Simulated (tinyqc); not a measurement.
CIS on RHF in the sto-6g basis, frozen core, for H2F+, spin multiplicity 1, step by step. One step of it, computed by the program tinyqc.

Question. CIS triplet states. Diagonalise A (1 hartree = 27.211386 eV); each vector has its largest component positive (the first on a tie).

CIS matrix A, triplet (hartree), lower triangle:
```
,2>6,2>7,3>6,3>7,4>6,4>7,5>6,5>7
2>6,1.594683
2>7,0.000519,1.739078
3>6,-0.003899,-0.102744,0.761537
3>7,-0.102744,0.004572,-0.000934,0.877250
4>6,-0.071571,0.000923,-0.001838,-0.037800,0.635113
4>7,0.000923,-0.009191,-0.037800,0.001475,-0.001071,0.750719
5>6,0.000000,0.000000,0.000000,0.000000,0.000000,0.000000,0.572556
5>7,0.000000,0.000000,0.000000,0.000000,0.000000,0.000000,-0.000305,0.700463
```

Give: triplet excitation energies; lowest vectors.

Answer.

triplet excitation energies (eV): 15.5800  16.9091  19.0606  19.3816  21.4775  23.7307  43.9066  47.6148

lowest vectors:
```
,state 1,state 2,state 3,state 4,state 5,state 6
2>6,0.0000,0.0912,0.0000,-0.0005,-0.0056,0.1195
2>7,0.0000,0.0003,0.0000,0.0766,-0.0693,-0.0060
3>6,0.0000,0.0198,0.0000,0.7018,-0.7045,-0.0098
3>7,0.0000,0.1813,0.0000,-0.0095,-0.0179,0.9740
4>6,0.0000,0.9789,0.0000,-0.0206,0.0100,-0.1915
4>7,0.0000,0.0112,0.0000,0.7079,0.7060,0.0179
5>6,1.0000,0.0000,-0.0024,0.0000,0.0000,0.0000
5>7,0.0024,0.0000,1.0000,0.0000,0.0000,0.0000
```
